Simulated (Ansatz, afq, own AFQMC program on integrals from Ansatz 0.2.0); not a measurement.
## AlSiH, triplet in 6-31G, levels against full CI

```xyz
3

Si    0.0000   -0.0350    1.0724
Al    0.0000   -0.0128   -1.1245
H     0.0000    1.3187    0.2224
```

Connectivity, by distances: Si–Al, 1 bridging H.

Basis 6-31G. Only valence electrons are correlated. AFQMC by an in-house program on the Cholesky factors that Ansatz 0.2.0 writes for its CCSD(T) run. The CISD trial takes its coefficients from CCSD amplitudes. Released means that phaseless walkers are propagated on without the constraint, phases kept. Error bars are statistical, one sigma.

Determinant: UHF, the one that the program's search chose, which needn't be the lowest solution. The geometry is a point of a scan.

Full CI on the same integrals is exact in this basis and with this determinant's frozen core.

Cautions: lower spins were not checked.

```
T1 diagnostic                               : 0.0358
weight of the determinant in the CISD state : 0.878
⟨S²⟩ of the determinant                     : 2.042
size of the correlated space                : 8 electrons in 18 orbitals
```

Reference: full CI, correlation energy -2.614 eV. The released energy is read at 2.40 1/Eh (meV from the phaseless value at times in 1/Eh: 2 ± 4 at 0.24, -3.5 ± 2.3 at 0.51, -4.4 ± 1.6 at 0.99, -7.1 ± 1.3 at 1.62, -8.6 ± 1.2 at 2.40).

```tsv
level	E − E(reference) (kJ/mol)	share of correlation (%)
HF	252.2	0.00
MP2	77.8	69.16
CCSD	10.5	95.84
CCSD(T)	2.9	98.83
CCSDT	0.7	99.72
CCSDT(Q)	0.1	99.96
CCSDTQ	0.0	99.98
ph-AFQMC/CISD	1.2 ± 0.3	99.54
released AFQMC	0.3 ± 0.1	99.87
```

CCSDT and higher add their correlation energy to the determinant of the CCSD(T) run, since their own runs factorise the integrals more tightly (a shift of under 2 meV). A walk keeps the symmetry of its determinant, which the program's search chose and which needn't be the lowest solution, so a lower state of the same spin and another symmetry isn't excluded. Released energies are given only where the last usable release times agree within the noise; a slower fall can still hide under it.
